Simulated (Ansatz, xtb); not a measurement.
Barrier height from H + N2 to the transition structure HN2, without zero-point energy, on the benchmark's geometries as Psi4's copy of the set gives them.
Transition structure (charge 0, multiplicity 2):
```json
[
 {"atom": "N", "x (Å)": "0.0000", "y (Å)": "0.0000", "z (Å)": "0.0000"},
 {"atom": "N", "x (Å)": "1.1228", "y (Å)": "0.0000", "z (Å)": "0.0000"},
 {"atom": "H", "x (Å)": "1.7843", "y (Å)": "1.2684", "z (Å)": "0.0000"}
]
```
Reactant (charge 0, multiplicity 1):
| atom | x (Å) | y (Å) | z (Å) |
|---|---|---|---|
| N | 0.0000 | 0.0000 | 0.0000 |
| N | 1.0971 | 0.0000 | 0.0000 |

Open shells are unrestricted; no spin–orbit coupling.

Frozen-core correlation. CBS: X⁻³ extrapolation of the correlation energy, Hartree–Fock from the larger set.

Programs: Ansatz (a quantum-chemistry and plane-wave program); xtb for the GFN methods.  The GFN methods have no spin term and hold the electronic entropy of 300 K.

| level | barrier height (kcal/mol) |
|---|---|
| GFN1-xTB | -20.09 |
| HF/cc-pVDZ | 22.84 |
| r2SCAN/def2-TZVPPD | 4.69 |
| wB97M-V/def2-TZVPPD | 12.78 |
| B2PLYP/def2-TZVPPD | 12.49 |
| MP2/CBS(aug-cc-pVTZ, aug-cc-pVQZ) | 27.61 |
| CCSD/aug-cc-pVDZ | 15.28 |
| CCSD(T)/aug-cc-pVDZ | [?] |
| CCSD(T)/CBS(aug-cc-pVTZ, aug-cc-pVQZ) | [?] |

Q: What belongs in the gaps?

A: 
- CCSD(T)/aug-cc-pVDZ, barrier height (kcal/mol): 14.85
- CCSD(T)/CBS(aug-cc-pVTZ, aug-cc-pVQZ), barrier height (kcal/mol): 14.47

Doubts at one or more of the structures used: a spin-contaminated determinant (MP2/CBS(aug-cc-pVTZ, aug-cc-pVQZ), CCSD(T)/CBS(aug-cc-pVTZ, aug-cc-pVQZ)).
